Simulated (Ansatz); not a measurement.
Process, species as SMILES: C[S] (CH3-S) → C[S-] (an electron is taken up)
B3LYP-D3(BJ)/def2-TZVP geometries, fixed; electronic energies without zero-point terms; positive where energy is released.

Basis-set convergence of the adiabatic electron affinity at MP2 with Ansatz (a quantum-chemistry and plane-wave program). All functions are spherical. Cores are frozen. Open shells are unrestricted. No added dispersion term, no relativity. Functions are those of the species that has most. Reference: Hartree-Fock in aug-cc-pV(Q+d)Z plus the correlation part extrapolated as X^-3 from aug-cc-pV(T+d)Z and aug-cc-pV(Q+d)Z, 1.991 eV, itself unsure by roughly 0.017 eV (a third of the extrapolation step and of the last Hartree-Fock step). Deviations are taken from unrounded values.

| basis | functions | adiabatic electron affinity (eV) | minus reference (eV) |
|---|---|---|---|
| STO-3G | 17 | -5.286 | -7.278 |
| def2-SV(P) | 38 | 0.610 | -1.381 |
| def2-SVPD | 71 | 1.765 | -0.227 |
| def2-TZVPD | 110 | 1.822 | -0.170 |
| aug-pcseg-2 | 165 | 1.828 | -0.163 |
| cc-pV(Q+d)Z | 209 | 1.767 | -0.225 |
| def2-QZVPP | 217 | 1.809 | -0.183 |
| aug-cc-pV(Q+d)Z | 307 | 1.943 | -0.049 |
| aug-pcseg-3 | 321 | 1.912 | -0.079 |
